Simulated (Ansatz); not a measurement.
# GeH₂, triplet: the ladder up to full CI

Geometry: a PBE0/def2-TZVP stationary point for this spin, not checked as a minimum.

```tsv
atom	x (Å)	y (Å)	z (Å)
Ge	0.0000	-0.0208	0.0000
H	0.0000	0.7490	-1.3344
H	0.0000	0.7490	1.3344
```

Basis cc-pVDZ; Ansatz 0.2.0. Correlated methods freeze the noble-gas cores and the filled d shells of p-block atoms, which leaves 6 electrons in 23 orbitals. R marks a restricted (for open shells ROHF) determinant, U an unrestricted one. Active spaces: pair = (4e, 4o) about the gap; valence = (6e, 6o) chosen from the atoms' valence shells. No spin–orbit coupling is included, and no scalar relativity.

Full CI is exact within this basis and frozen core; it isn't the basis-set limit. The frozen core follows each run's orbitals, which can shift R against U totals by a few meV for light atoms and by up to 0.1 eV past Ca.

For open shells CISD is restricted-active-space CI with the open shells as a complete middle space.

```
UHF ⟨S²⟩                          : 2.005
T1 diagnostic (RCCSD)             : 0.0181
largest doubles amplitude (RCCSD) : 0.050
```

| level | E − E(full CI) (mEh) | share of correlation (%) | wall time |
| --- | --- | --- | --- |
| RHF | 94.24 | 0.00 | – |
| RMP2 | 23.20 | 75.39 | – |
| CISD | 4.29 | 95.44 | 0.75 s |
| RCCSD | 2.32 | 97.54 | – |
| RCCSD(T) | 0.57 | 99.40 | 0.69 s |
| BCCD(T) | 0.56 | 99.40 | 0.81 s |
| RCCSDT | 0.02 | 99.98 | – |
| RCCSDT(Q) | -0.02 | 100.02 | 3.2 s |
| CASSCF (valence space) | 61.87 | 34.35 | – |
| NEVPT2 (valence space) | 18.22 | 80.66 | 0.93 s |
| NEVPT4(SD) (valence space) | 2.36 | 97.50 | 1.3 s |
| MRCISD (valence space) | 2.19 | 97.67 | – |
| MRCISD+Q (valence space) | -0.02 | 100.02 | 1.3 s |

The correlation energy at full CI, counted from RHF, is -2.564 eV. That run took 3 s on 1 thread of Arm Neoverse V1, shared host over 781,936 determinants.

Run but not shown, since their state, orbitals or frozen core can't be matched to the reference's or they repeat it: UHF, UMP2, UCCSD, UCCSD(T), UCCSDT, UCCSDT(Q), CASSCF (pair space), NEVPT2 (pair space), MRCISD (pair space), MRCISD+Q (pair space).

Times hold each run's SCF and search for its determinant on a shared host, so for small cases they say little of a method's own cost; they ran on 1 thread of Arm Neoverse V1.

The full-CI state has the irrep B1 of C2v, in the program's axes.

Natural occupations of full CI about the gap: 1.958 1.944 0.994 0.989 0.034 0.023 0.009 0.008 0.007 0.007; effectively unpaired electrons, Σ n²(2−n)², 2.03.
